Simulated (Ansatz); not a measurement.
This Ansatz (a first-principles code) input (B2PLYP/6-31G**) gives -38.04702 Eh with 20 basis functions. A basis named .json is the Basis Set Exchange file of that set (core-valence sets with the plain set on hydrogen).

Ansatz 0.2 input:
```yaml
crystal:
  periodic: [false, false, false]
  atoms:
    - {symbol: C, position_ang: [-0.00000000, -0.00000000, -0.16250200]}
    - {symbol: H, position_ang: [0.00000000, 0.00000000, 0.97501202]}
basis:
  gaussian:
    orbitals: 6-31G__.json
hamiltonian:
  xc: {name: B2PLYP}
total_charge: 1
magnetization: {spin_polarized: false}
correlation: {electrons: outside_noble_gas}
```

Change:
```diff
- orbitals: 6-31G__.json
+ orbitals: def2-TZVPD
```

Question: What does the run give now?

Answer: -38.06039 Eh (B2PLYP/def2-TZVPD, 46 functions), a change of -13.37 mEh.
